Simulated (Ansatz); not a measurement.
Reaction (SMILES): [CH2][SiH3] (CH2-SiH3) → C atom + 5 H atom + Si atom
B3LYP-D3(BJ)/def2-TZVP geometries, fixed; electronic energies without zero-point terms.

Basis-set convergence of the atomisation energy at MP2 with Ansatz (a quantum-chemistry and plane-wave program). Cartesian d functions, on some or all atoms, in 6-31+G*, 6-31G**, 6-311G**; all else is spherical. Cores are frozen. Open shells are unrestricted. No added dispersion term, no relativity. Functions are those of the species that has most. Reference: Hartree-Fock in cc-pV(Q+d)Z plus the correlation part extrapolated as X^-3 from cc-pV(T+d)Z and cc-pV(Q+d)Z, 516.11 kcal/mol, itself unsure by roughly 1.99 kcal/mol (a third of the extrapolation step and of the last Hartree-Fock step). Deviations are taken from unrounded values.

```csv
basis,functions,atomisation energy (kcal/mol),minus reference (kcal/mol)
STO-3G,19,580.34,64.23
3-21G,32,425.71,-90.40
6-31G,32,420.94,-95.17
def2-SV(P),42,455.12,-60.99
6-31+G*,52,459.40,-56.71
6-31G**,59,484.28,-31.84
6-311G**,75,487.37,-28.74
aug-pcseg-1,95,486.35,-29.76
aug-cc-pV(D+d)Z,100,482.98,-33.13
def2-TZVPP,143,504.66,-11.46
jun-cc-pV(T+d)Z,157,503.86,-12.26
pcseg-3,289,512.01,-4.11
def2-QZVPPD,304,511.48,-4.63
```
